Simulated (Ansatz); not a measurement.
We consider rhombohedral A7 Sb, described by LDA+SOC (Ansatz, an electronic-structure program, PAW).

Settings: plane-wave cutoff 520 eV, 16×16×16 k mesh, Fermi–Dirac smearing 0.05 eV, PAW data made under PBE.

Starting structure:

```xyz
2
Lattice="2.1550 1.2442 3.7567 -2.1550 1.2442 3.7567 0.0000 -2.4884 3.7567" Properties=species:S:1:pos:R:3 pbc="T T T"
Sb     0.0000     0.0000     8.6385
Sb     0.0000     0.0000     2.6315
```

Problem. Into what structure does the relaxation of cell and atoms lead at this level, with the symmetry of the start kept?

Solution. The volume drops by 3.3 %; final space group R-3m.
```xyz
2
Lattice="2.1478 1.2400 3.6561 -2.1478 1.2400 3.6561 0.0000 -2.4800 3.6561" Properties=species:S:1:pos:R:3 pbc="T T T"
Sb     0.0000     0.0000     8.3800
Sb     0.0000     0.0000     2.5882
```
